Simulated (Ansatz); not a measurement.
How the Voigt–Reuss–Hill bulk modulus of rock-salt CdO moves with the method

No measured value is used here.

```json
[
 {"level (code)": "B3LYP (VWN-RPA form) (Ansatz)", "value (GPa)": "134", "cell (Å³/atom)": "13.50"},
 {"level (code)": "LC-ωPBE (Ansatz)", "value (GPa)": "?", "cell (Å³/atom)": "12.74"},
 {"level (code)": "Hartree–Fock (Ansatz)", "value (GPa)": "148", "cell (Å³/atom)": "13.30"}
]
```

Question: Some entries are withheld; supply them.

Answer: 
- LC-ωPBE (Ansatz, a program for electronic structure), value (GPa): 163

Each level is taken at its own relaxed cell. Ansatz's density-functional and Hartree–Fock values are scalar-relativistic unless marked +SOC, with PAW data made under PBE.
